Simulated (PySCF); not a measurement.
Does the answer move with the share of exact exchange?

Species: ethyl formate, C3H6O2.
SMILES: `CCOC=O`

Torsions of this conformer, `[CH3:1][CH2:2][O:3][CH:4]=[O:5]`: C1–C2–O3–C4 175°, C2–O3–C4–O5 0°.

PySCF, def2-SVPD basis, density fitting, gas phase, PBE0-D3(BJ)/def2-SVP geometry; singlet excitations by full TDDFT with frozen cores, triplets by Tamm–Dancoff TDDFT and ionisation energies by ΔSCF, from the lowest of the holes tried. One functional is left out:

| functional | exact exchange (%) | HOMO energy (eV) | LUMO energy (eV) | lowest singlet excitation (eV) | lowest triplet excitation (eV) | mean polarisability (au) | vertical ionisation energy (eV) |
| --- | --- | --- | --- | --- | --- | --- | --- |
| LDA | 0 | -6.85 | -1.47 | 5.65 | 5.15 | 48.6 | 10.79 |
| PBE | 0 | -6.67 | -1.20 | 5.69 | 5.12 | 48.1 | 10.57 |
| PBE0 | 25 | -8.36 | -0.03 | 5.89 | 5.30 | 45.8 | 10.81 |
| BHandHLYP | 50 | -10.03 | 1.13 | 6.09 | 5.53 | 44.3 | 10.78 |

Q: Predict the row of B3LYP (20 % exact exchange) by straight lines through the other rows, and check it.

A: 
| property | line | computed | computed − line | PBE0 (25 %), for comparison |
| --- | --- | --- | --- | --- |
| HOMO energy (eV) | -8.06 | -8.11 | -0.05 | -8.36 |
| LUMO energy (eV) | -0.33 | -0.35 | -0.02 | -0.03 |
| lowest singlet excitation (eV) | 5.84 | 5.83 | -0.01 | 5.89 |
| lowest triplet excitation (eV) | 5.28 | 5.28 | 0.00 | 5.30 |
| mean polarisability (au) | 46.6 | 46.4 | -0.2 | 45.8 |
| vertical ionisation energy (eV) | 10.74 | 10.86 | +0.12 | 10.81 |

Q: Which of these properties follows the share of exact exchange most closely, and which least?

A: Most closely the HOMO energy, least the vertical ionisation energy; the correlations over the tabulated rows are HOMO energy -0.999, lowest singlet excitation 0.996, LUMO energy 0.995, lowest triplet excitation 0.994, mean polarisability -0.987, vertical ionisation energy 0.488. The HOMO energy moves by -0.653 eV for every 10 %. Functionals with the same share still differ in their other parts: at 0 % LDA and PBE differ by 0.18 eV in it.
